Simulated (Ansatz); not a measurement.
Start from `FCSS` and change one atom or group to get `CCSS`.

Ansatz, PBE0-D4/def2-TZVP geometries, multiplicity 1. Each molecule was computed in one conformer, which needn't be the lowest.

```csv
property,`FCSS`
HOMO energy (PBE/def2-TZVPP) / eV,-6.29
size of the dipole moment (PBE/def2-TZVPP) / D,0.71
LUMO energy (PBE/def2-TZVPP) / eV,-1.85
HOMO energy (B3LYP/def2-TZVPP) / eV,-7.27
HOMO energy (ωB97M-V/def2-TZVPP) / eV,-9.68
HOMO–LUMO gap (ωB97M-V/def2-TZVPP) / eV,10.92
```

Q: What does the change do to each property? (An estimate is asked.)

A: The calculation gave: 
| property | `CCSS` | shift |
| --- | --- | --- |
| HOMO energy (PBE/def2-TZVPP) / eV | -5.69 | 0.60 |
| size of the dipole moment (PBE/def2-TZVPP) / D | 1.84 | 1.13 |
| LUMO energy (PBE/def2-TZVPP) / eV | -1.46 | 0.39 |
| HOMO energy (B3LYP/def2-TZVPP) / eV | -6.68 | 0.59 |
| HOMO energy (ωB97M-V/def2-TZVPP) / eV | -9.10 | 0.58 |
| HOMO–LUMO gap (ωB97M-V/def2-TZVPP) / eV | 10.72 | -0.20 |

With PBE0 the HOMO rises by 0.60 eV and the LUMO rises by 0.40 eV, so the gap narrows by about 0.20 eV. PBE moves the HOMO by 0.60 eV and ωB97M-V by 0.58 eV. The zero-point energy changes by 93.2 kJ/mol with +9 modes. Dipoles are sizes alone; their direction can turn.

B3LYP here is the variant with VWN-RPA as its local correlation; programs differ in this.
